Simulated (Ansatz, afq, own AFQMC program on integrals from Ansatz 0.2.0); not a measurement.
# Atomization energy of SiH4, singlet

```xyz
5

Si    0.0000    0.0000    0.0000
H     0.8558    0.8587    0.8568
H    -0.8596   -0.8544    0.8574
H    -0.8547    0.8555   -0.8611
H     0.8584   -0.8599   -0.8531
```

Atoms in their ground-state spins without spin–orbit coupling (mostly on UHF) minus the molecule (RHF), without zero-point energy. The geometry is a stationary point, not shown to be a minimum.

Basis cc-pVTZ. Only valence electrons are correlated. Ansatz 0.2.0 and our own AFQMC program on the same integrals; the CISD trial comes from CCSD amplitudes, and released means the phaseless constraint is let go. Uncertainties: one standard error, sampling alone. The errors of all members are added in quadrature.

No full CI on the walks' own integrals is used here; CCSDT(Q) serves as the reference and is uncertain by about the last step of the cluster series. Each member takes its own surest rung, up to full CI.

The best estimate is CCSD(T) at the basis-set limit (CBS: def2-TZVPP and def2-QZVPP, with their diffuse functions for anions and beside diffuse sets, CCSD(T) itself extrapolated) plus the step from CCSD(T) to CCSDT(Q) in cc-pVTZ. Rows without CBS are in cc-pVTZ; B2PLYP and the wave-function rows carry a basis error of their own. Core correlation and relativity beyond core potentials are missing, and ± holds the sampling alone.

Cautions: SiH₄ (singlet): the ph-AFQMC/HF walk drifts between its halves (2.2 errors); other spins of the molecule weren't checked.

Best estimate: 1360.8 kJ/mol.

```tsv
level	atomization energy (kJ/mol)	error against the best estimate (kJ/mol)
HF	1062.9	-297.9
MP2	1291.6	-69.2
CCSD	1322.2	-38.6
CCSD(T)	1325.8	-35.0
CCSDT	1325.8	-35.0
CCSDT(Q)	1325.9	-34.9
ph-AFQMC/CISD	1326.7 ± 0.2	-34.2 ± 0.2
released AFQMC	1326.2 ± 0.3	-34.6 ± 0.3
HF/CBS	1074.6	-286.3
MP2/CBS	1328.9	-31.9
CCSD(T)/CBS	1360.8	0.0
PBE	1307.0	-53.8
r2SCAN	1340.0	-20.8
PBE0	1313.3	-47.5
B3LYP	1347.9	-13.0
wB97M-V	1350.9	-10.0
B2PLYP	1335.5	-25.3
```

Correlation beyond CCSD(T) changes it by less than 2 meV. Going to the basis-set limit adds 35.0 kJ/mol at CCSD(T). The perturbative (T) step is worth +3.6 kJ/mol. The functionals spread over 43.9 kJ/mol; wB97M-V and B3LYP come nearest and PBE is 53.8 kJ/mol too low.

Best estimates are given only where the step beyond CCSD(T) is under 0.3 eV and no member's determinant is very poor (T1 over 0.05, or 0.07 for open shells, ⟨S²⟩ too high by 0.3, two states mixed), so the hardest cases are missing from such tables.

The functionals ran in a triple-zeta set and keep a basis error of their own, a few kJ/mol for each bond in atomization energies and more for double hybrids, so close places among them and the extrapolated levels can swap.

CCSDT and higher add their correlation energy to the determinant of the CCSD(T) run, since their own runs factorise the integrals more tightly (a shift of under 2 meV). Each member of a difference takes its own highest rung, so a best estimate needn't equal the limit plus the step of one row. A walk keeps the symmetry of its determinant, which the program's search chose and which needn't be the lowest solution, so a lower state of the same spin and another symmetry isn't excluded. Released energies are given only where the last usable release times agree within the noise; a slower fall can still hide under it.
